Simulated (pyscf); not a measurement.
Structures and frequencies: ωB97X-D3(BJ)/def2-SVP in PySCF.

### Question
Estimate by transition-state theory the rate constant of H₃C–CH₃ (SMILES CC) + SiH₃• (SMILES [SiH3]) → •H₂C–CH₃ (SMILES [CH2]C) + SiH₄ (SMILES [SiH4]) (doublet surface; C–H broken, H–Si formed) at 298 K, with ωB97M-D3(BJ)/def2-TZVP energies (ideal gas, 1 atm, RRHO with modes under 100 cm⁻¹ raised to 100, one conformer, R ln 2 for chiral ones without a mode under 150 cm⁻¹; no tunnelling).

### Answer
The electronic barrier is 20.0 kcal/mol and the thermal terms add +4.1, so ΔG‡ = 24.1 kcal/mol. With k_BT/h = 6.21e+12 s⁻¹ and RT = 0.592 kcal/mol, and a volume of 4.06e-20 cm³ per molecule at 1 atm, k = 5.3e-25 cm³ molecule⁻¹ s⁻¹. Wigner's tunnelling factor for 1125i cm⁻¹ would be 2.23, likely too low at so high a frequency. A shift of 1 kcal/mol in the barrier changes k by a factor 5.4. One saddle was located; it need not be the lowest between these sides. The angle at the transferred H is 174°.
